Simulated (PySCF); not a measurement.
Compound: 3-buten-2-ol, C4H8O.
SMILES with atom numbers: `[CH2:1]=[CH:2][C@@H:3]([CH3:4])[OH:5]` (hydrogens: H6, H7 on C1; H8 on C2; H9 on C3; H10, H11, H12 on C4; H13 on O5)

The calculation used core-valence-separated Tamm–Dancoff BHandHLYP/aug-pcX-1 (pcseg-1 on H) in PySCF, non-relativistic, gas phase, PBE0-D3(BJ)/def2-SVP geometry.

Computed oxygen K-edge spectrum, Gaussian lines of 0.3 eV full width, highest printed point 100; it ends one width below the last computed root. BHandHLYP without relativity tends to put these K edges a few eV too low, so spacings mean more than positions.

```json
{"photon energy (eV)": "531.9", "absorption": "1"}
{"photon energy (eV)": "532.0", "absorption": "7"}
{"photon energy (eV)": "532.1", "absorption": "31"}
{"photon energy (eV)": "532.2", "absorption": "76"}
{"photon energy (eV)": "532.3", "absorption": "100"}
{"photon energy (eV)": "532.4", "absorption": "71"}
{"photon energy (eV)": "532.5", "absorption": "27"}
{"photon energy (eV)": "532.6", "absorption": "6"}
{"photon energy (eV)": "532.7", "absorption": "1"}
{"photon energy (eV)": "532.8", "absorption": "0"}
{"photon energy (eV)": "532.9", "absorption": "0"}
{"photon energy (eV)": "533.0", "absorption": "0"}
{"photon energy (eV)": "533.1", "absorption": "0"}
{"photon energy (eV)": "533.2", "absorption": "0"}
{"photon energy (eV)": "533.3", "absorption": "0"}
{"photon energy (eV)": "533.4", "absorption": "0"}
{"photon energy (eV)": "533.5", "absorption": "2"}
{"photon energy (eV)": "533.6", "absorption": "10"}
{"photon energy (eV)": "533.7", "absorption": "21"}
{"photon energy (eV)": "533.8", "absorption": "25"}
{"photon energy (eV)": "533.9", "absorption": "16"}
{"photon energy (eV)": "534.0", "absorption": "6"}
{"photon energy (eV)": "534.1", "absorption": "2"}
{"photon energy (eV)": "534.2", "absorption": "8"}
{"photon energy (eV)": "534.3", "absorption": "25"}
{"photon energy (eV)": "534.4", "absorption": "48"}
{"photon energy (eV)": "534.5", "absorption": "59"}
{"photon energy (eV)": "534.6", "absorption": "66"}
{"photon energy (eV)": "534.7", "absorption": "69"}
{"photon energy (eV)": "534.8", "absorption": "53"}
{"photon energy (eV)": "534.9", "absorption": "39"}
{"photon energy (eV)": "535.0", "absorption": "49"}
{"photon energy (eV)": "535.1", "absorption": "62"}
{"photon energy (eV)": "535.2", "absorption": "48"}
{"photon energy (eV)": "535.3", "absorption": "21"}
```

Assign the maxima to core holes.

4 maxima:
- 532.3 eV: O5 (alcohol oxygen), 532.29 eV, f = 0.023, 100 % of the height at the exact maximum
- 533.8 eV: O5 (alcohol oxygen), 533.78 eV, f = 0.006, 100 % of the height at the exact maximum
- 534.7 eV: O5 (alcohol oxygen), 534.71 eV, f = 0.013, 80 % of the height at the exact maximum
- 535.1 eV: O5 (alcohol oxygen), 535.08 eV, f = 0.010, 67 % of the height at the exact maximum; O5 (alcohol oxygen), 535.15 eV, f = 0.005, 32 % of the height at the exact maximum

Further lines of some strength in the range: O5, 534.44 eV, f = 0.010.

Roots within 0.03 eV on the same or equivalent atoms count as one line; shares under 12 % aren't listed.

Vibrational structure and lifetime widths aren't in the curve. The ionisation threshold wasn't computed; near and above it a finite basis only mimics Rydberg series and continuum.

Cost: about 29 s of CPU time on one thread; the machine was shared, so the figure is rough.

The values belong to the conformer `[CH2:1]=[CH:2][C@@H:3]([CH3:4])[OH:5]`: C1–C2–C3–C4 -133°, H–O5–C3–C2 -63°.
